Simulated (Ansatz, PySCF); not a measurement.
# How well does each level of theory give the band gap of rock-salt LiF?

Reference value: 15.35 eV (measured, zero-point renormalisation of 1.15 eV added back here (the table's ZPR column); inputs from Chen et al. (2018), doi:10.1103/physrevmaterials.2.073803).

**Question.** Which of these levels comes closest to the reference?
A) LDA (Ansatz (a program for electronic structure))
B) evGW@PBE (PySCF)
C) PBE-D3(BJ) (Ansatz)
D) PBE (Ansatz)

**Answer.** B, evGW@PBE (PySCF)

```json
[
 {"level (code)": "LDA (Ansatz)", "value (eV)": "8.85 (direct)", "cell (Å³/atom)": "8.16", "error (eV)": "-6.50"},
 {"level (code)": "PBE (Ansatz)", "value (eV)": "9.10 (direct)", "cell (Å³/atom)": "8.16", "error (eV)": "-6.25"},
 {"level (code)": "PBE-D3(BJ) (Ansatz)", "value (eV)": "9.27", "cell (Å³/atom)": "8.00", "error (eV)": "-6.08"},
 {"level (code)": "evGW@PBE (PySCF)", "value (eV)": "15.27 ± 0.1", "cell (Å³/atom)": "8.16", "error (eV)": "-0.08"}
]
```

Closest of the ranked levels: evGW@PBE (-0.08 eV). Farthest off among them: LDA (-6.50 eV). Of the ranked levels only evGW@PBE lands within 0.5 eV.

Semilocal Kohn–Sham gaps run low as a rule, and all computed gaps are for a static lattice, while measured ones hold electron–phonon shifts unless said otherwise.  A ± on a computed value is a rough bar: the spread of its extrapolation, a floor set from checks against published values, or a statistical error. PBE-D3(BJ): the gap is read on the k mesh or supercell of the run alone and can be too large. Values are at the measured cell; PBE-D3(BJ) at the level's own relaxed cell. Cutoffs differ between the levels. Ansatz's density-functional and Hartree–Fock values are scalar-relativistic unless marked +SOC, with PAW data made under PBE.

Differences are worked out from the printed values.
